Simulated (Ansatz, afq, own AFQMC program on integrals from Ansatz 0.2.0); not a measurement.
Two steps: Ansatz 0.2.0 writes the Fock matrix and Cholesky factors of the valence space, and afq projects on them the lowest state that overlaps trial and start.

```yaml
crystal:
  periodic: [false, false, false]
  atoms:
    - {symbol: B, position_ang: [0.017324, -0.010670, 0.008376]}
    - {symbol: F, position_ang: [-0.990654, 0.569800, -0.483566]}
basis:
  gaussian: {orbitals: def2-TZVP}
magnetization: {spin_polarized: false}
correlation: {method: ccsd_t, electrons: outside_noble_gas, hamiltonian_folder: ham}
```

```sh
$ ansatz run in.yaml --threads 1 --pin off --events-out ev --progress --plain --max-ram 16896MiB --backend cuda --devices 0, --max-vram 18GiB
```

Options of the walk:

```
--method phaseless --trial cisd --walkers 4000 --populations 20 --least-time 60 --time-step 0.005 --steps-per-block 50 --equilibration-blocks 28 --max-blocks 4000 --target-error 0.00019 --factor-cut 1e-05 --seed 5460 --release-times 0.24,0.51,0.99,1.62,2.4 --release-step 0.03 --release-every 3 --taylor-order 6
```

Times are imaginary, in 1/Eh. The walk had a cap of 147 s. With eight or more populations the least sampling time is a fifth of least-time, and the error comes from their spread.

afq prints:

```
orbitals 60  electrons 5 5  factors 407 of 407
reference energy -124.16224890 Eh
CCSD correlation -0.33276338 Eh in 10 cycles, weight of the determinant in the CISD state 0.8984
energy of the start -124.495013 Eh
 block  time / (1/Eh)  mean weight  energy / Eh
     1     0.250  0.9998  -124.495271
     2     0.500  0.9998  -124.500542
     3     0.750  0.9995  -124.501833
     4     1.000  0.9995  -124.504300
     5     1.250  0.9996  -124.503740
     7     1.750  1.0002  -124.505611
     9     2.250  1.0003  -124.504995
    11     2.750  1.0004  -124.505606
    15     3.750  1.0002  -124.506308
    19     4.750  1.0001  -124.506665
    23     5.750  1.0000  -124.506657
    27     6.750  0.9997  -124.504120
    31     7.750  0.9999  -124.506577
    35     8.750  1.0004  -124.506256
    39     9.750  1.0002  -124.505755
    43    10.750  1.0004  -124.506140
    47    11.750  1.0001  -124.507090
    51    12.750  0.9991  -124.505988
    55    13.750  1.0004  -124.506369
    59    14.750  1.0004  -124.505488
    63    15.750  1.0000  -124.505823
    67    16.750  1.0000  -124.508481
    71    17.750  1.0002  -124.507229
    75    18.750  1.0001  -124.505861
    79    19.750  1.0006  -124.507112
    83    20.750  1.0001  -124.506269
    87    21.750  1.0004  -124.506268
error from the spread of 20 populations
released: time / (1/Eh)  energy / Eh  error  mean overlap
  0.24  -124.506531  0.000135  0.9930
  0.51  -124.506641  0.000108  0.9866
  0.99  -124.506475  0.000132  0.9780
  1.62  -124.506614  0.000191  0.9668
  2.40  -124.506492  0.000305  0.9599
energy -124.506335 +/- 0.000178 Eh
(rows thinned)
```

The run passed its tests (sampling time, drift between the halves within three errors, error under three times the target), which doesn't prove that it has relaxed.

Against this walk (error 4.8 meV) on the same determinant: CCSD(T) 18.4 meV higher, CCSDT(Q) 4.1 meV lower (within the noise). The error is statistical and leaves out the bias of the constraint. Released to 2.40 1/Eh the energy moves by -4 ± 10 meV (both errors), within twice the noise.

Cautions: constraint bias not in the error.

The walk took 83 s on 1 × NVIDIA H100 80GB HBM3 with 2 threads of AMD EPYC 7R13 Processor (Zen 3), with other jobs on the host (the card was shared). The log's last line is the phaseless energy.

CCSDT and higher add their correlation energy to the determinant of the CCSD(T) run, since their own runs factorise the integrals more tightly (a shift of under 2 meV). A walk keeps the symmetry of its determinant, which the program's search chose and which needn't be the lowest solution, so a lower state of the same spin and another symmetry isn't excluded.
